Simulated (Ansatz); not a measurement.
CH4SSi: structure from calculated spectroscopic constants

These gas-phase data were calculated for one isomer of CH4SSi at r2SCAN-D4/def2-SVP (harmonic, unscaled wavenumbers; equilibrium rotational constants with average atomic masses):

```
rotational constants            : 26.46, 3.724, 3.333 GHz
all wavenumbers above 1500 cm⁻¹ : 3170, 3123, 3028, 2198
dipole moment                   : 3.77 D (PBE0/def2-TZVPD)
```

Candidates:

(1) `C[SiH]=S`, a singlet
(2) `C1[SiH2]S1`, a singlet

Task: Which structure fits?

Result: Candidate (1). 1 mode lies between 2000 and 2380 cm⁻¹, one for each Si–H bond, while (2) has 2.

The same quantities for all candidates:

```
     rotational constants (GHz)  wavenumbers above 1500 cm⁻¹  dipole (D)  E above the lowest, r2SCAN-D4/def2-SVP (kcal/mol)
(1)         26.46, 3.724, 3.333       3170, 3123, 3028, 2198        3.77                                                0.0
(2)         13.87, 6.487, 4.825       3198, 3100, 2268, 2251        1.81                                               17.6
```

Harmonic stretches to hydrogen usually lie a few per cent above observed fundamentals. Programs: Ansatz 0.2.0.
